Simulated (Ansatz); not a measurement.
Cost and result up the ladder for the cluster Al₃ (the lowest doublet isomer of a short search) (3 atoms). Charge 0, multiplicity 2. Geometry: PBE0-D4/def2-TZVP.

```xyz
3

Al    0.453    1.364   -0.195
Al   -0.571   -0.399    1.272
Al    0.118   -0.965   -1.076
```

Ansatz on 2 threads of Intel Xeon 6975P-C on a shared host. Times are rough, and most runs start from the orbitals of an earlier one. ωB97M-V/def2-TZVP serves as the yardstick here, not as an exact answer. Differences are given only for rows in sets of like size (and for xTB, whose basis is part of the method), since another set adds its own error. Binding counts from free atoms at the same level (Al doublet; other spins of the atoms weren't run), without zero-point energy or a counterpoise term.

B3LYP takes the VWN-RPA correlation. HSE06 is defined as in plane-wave codes, on full-range PBE exchange. Correlated methods freeze 15 core orbitals. The structure comes from a short search, and lower isomers may exist.

Run but left out: HF/6-31G, MP2/def2-TZVP, CCSD(T)/def2-TZVPD, CCSD(T)/def2-TZVPP (⟨S²⟩ 1.91 to 1.93, where a pure state has 0.75).

Correlated methods converge slowly with the basis.

```
                         level  functions  wall time
                B3LYP-D4/6-31G         39     0.45 s
               PBE-D4/def2-SVP         54      0.5 s
             BLYP-D4/def2-TZVP        111      0.9 s
PBE-D4/def2-TZVP (with forces)        111      1.1 s
             RPA@PBE/def2-TZVP        111      1.2 s
             PBE-D4/def2-TZVPD        129      1.7 s
            HSE06-D4/def2-TZVP        111      2.8 s
            PBE0-D4/def2-TZVPD        129      3.5 s
             PBE0-D4/def2-TZVP        111      3.6 s
              B97M-V/def2-TZVP        111      3.9 s
           r2SCAN-D4/def2-TZVP        111      8.5 s
             ωB97M-V/def2-TZVP        111      9.5 s
          r2SCAN-D4/def2-TZVPD        129       29 s
          r2SCANh-D4/def2-TZVP        111       37 s
```

Q: Estimate what each level gives for the binding energy per atom (eV).

A: 
| level | binding energy per atom (eV) | difference from ωB97M-V/def2-TZVP (eV) | remarks |
| --- | --- | --- | --- |
| B3LYP-D4/6-31G | 0.96 | – | – |
| PBE-D4/def2-SVP | 1.41 | – | – |
| BLYP-D4/def2-TZVP | 1.21 | 0.03 | – |
| PBE-D4/def2-TZVP (with forces) | 1.42 | 0.24 | – |
| RPA@PBE/def2-TZVP | 1.05 | -0.13 | – |
| PBE-D4/def2-TZVPD | 1.42 | 0.24 | – |
| HSE06-D4/def2-TZVP | 1.33 | 0.15 | – |
| PBE0-D4/def2-TZVPD | 1.32 | 0.14 | – |
| PBE0-D4/def2-TZVP | 1.32 | 0.14 | – |
| B97M-V/def2-TZVP | 1.43 | 0.25 | – |
| r2SCAN-D4/def2-TZVP | 1.40 | 0.22 | spin-contaminated (⟨S²⟩ 0.92) |
| ωB97M-V/def2-TZVP | 1.18 | 0.00 | – |
| r2SCAN-D4/def2-TZVPD | 1.40 | 0.23 | spin-contaminated (⟨S²⟩ 0.93) |
| r2SCANh-D4/def2-TZVP | 1.36 | 0.19 | spin-contaminated (⟨S²⟩ 0.99) |
